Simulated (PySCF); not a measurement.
Species: C₃H₆N₂.
SMILES: `NC[C@H]1C=N1`

Torsions of this conformer, `[NH2:1][CH2:2][C@H:3]1[CH:4]=[N:5]1`: N1–C2–C3–C4 -135°, H–N1–C2–C3 55°, H–N1–C2–C3 -61°.

The closed-shell ground state was solved at several levels (PySCF, density fitting, gas phase, non-relativistic). Geometry: PBE0-D3(BJ)/def2-SVP, one conformer, isolated molecule.

```csv
level,basis functions,total energy (Eh),HOMO (eV),LUMO (eV),gap (eV),dipole (D)
B3LYP/pcJ-1,195,-227.3563,-6.54,-0.85,5.69,2.27
wB97X-D/def2-SVPD,148,-227.1164,-8.88,1.14,10.02,2.35
PBE0/pcSseg-1,115,-227.0513,-6.81,-0.60,6.21,2.28
```

Q: What might mPW1PW91/pcSseg-2 (264 basis functions) give for the same quantities?

A: Total energy -227.3778 Eh, HOMO -6.97 eV, LUMO -0.77 eV, gap 6.20 eV, dipole 2.26 D.

Q: Over all these levels, which gives the widest orbital gap and which the narrowest?

A: wB97X-D/def2-SVPD (range-separated hybrid) has the widest, 10.02 eV, and B3LYP/pcJ-1 (global hybrid, 20 % exact exchange) the narrowest, 5.69 eV. Functional and basis both differ between the two, so the spread mixes both effects.

Q: How far do the dipole and the HOMO energy spread over the levels?

A: The dipole runs from 2.26 to 2.35 D (mean 2.29 D) and the HOMO from -8.88 to -6.54 eV.

Note: wB97X-D ran without an empirical dispersion term, which enters the total energy and its gradient alone.
